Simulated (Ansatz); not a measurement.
This geometry of BH4OSi (7 atoms, charge 0, multiplicity 2) is a first-order saddle point.

These are results of UKS PBE0/def2-SVP (Ansatz 0.2.0), not measurements.

```xyz
7
Properties=species:S:1:pos:R:3
B -1.427 -0.231 -0.954
Si 0.226 0.373 0.002
O 0.910 -1.071 0.501
H -2.584 -0.480 -0.727
H 1.142 1.136 -0.908
H -0.041 1.286 1.167
H 1.774 -1.014 0.920
```

Q: Which two structures does it join? (They come from a converged band through this point; their orientation in space is the band's.)

A: No bond is made or broken.

Initial state:

```xyz
7
Properties=species:S:1:pos:R:3
B -1.541 -0.433 -0.641
Si 0.188 0.213 0.063
O 1.120 -1.069 0.591
H -2.562 -0.022 -1.127
H 0.893 0.975 -1.024
H -0.080 1.176 1.187
H 1.982 -0.839 0.952
```

Final state:

```xyz
7
Properties=species:S:1:pos:R:3
B -1.583 0.078 -0.716
Si 0.207 0.330 0.059
O 0.963 -1.086 0.534
H -2.494 -0.639 -1.024
H 1.032 1.051 -0.967
H 0.022 1.260 1.224
H 1.853 -0.993 0.890
```

Q: How far does it lie above each of them?

A: 0.119 eV above the first and 0.136 eV above the second. This is the barrier of this one path; another mechanism may lie lower.

Run time: 4.7 min on 1 thread of Arm Neoverse N1, on a shared host, peak memory 0.16 GiB.
